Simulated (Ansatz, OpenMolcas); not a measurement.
SiHCl2 (SMILES Cl[SiH]Cl): the vertical energy of the quartet above the doublet, rung by rung

SiHCl2 has 4 atoms, charge 0, and is taken as a doublet. SMILES: `Cl[SiH]Cl`. The shape is that of a PBE0-D4/def2-TZVP optimisation.

Each level gives the vertical energy of the quartet above the doublet (eV). The values are calculated.

```csv
level,kind,program,value (eV),less FCI/STO-3G
ROHF/STO-3G,Hartree–Fock,OpenMolcas,9.37,-0.23
USVWN5/STO-3G,LDA,Ansatz,8.91,-0.69
UPBE/STO-3G,GGA,OpenMolcas,8.83,-0.77
UB3LYP/STO-3G,global hybrid,Ansatz,9.11,-0.49
UCAM-B3LYP/STO-3G,range-separated hybrid,Ansatz,9.35,-0.25
UB2PLYP/STO-3G,double hybrid,Ansatz,9.50,-0.10
UBCCD(T)/STO-3G,coupled cluster or CI,Ansatz,9.66,+0.06
UCCSD/STO-3G,coupled cluster or CI,Ansatz,9.66,+0.06
FCI/STO-3G,exact in the basis,Ansatz,9.60,0.00
```

FCI/STO-3G is exact within its basis and frozen core, so for wave-function methods in that basis the difference is their error; functionals converge differently with the basis, so for them it is only a difference. The values span 8.83 to 9.66 eV. All rows use very small basis sets, so none should be taken for the real molecule's value.
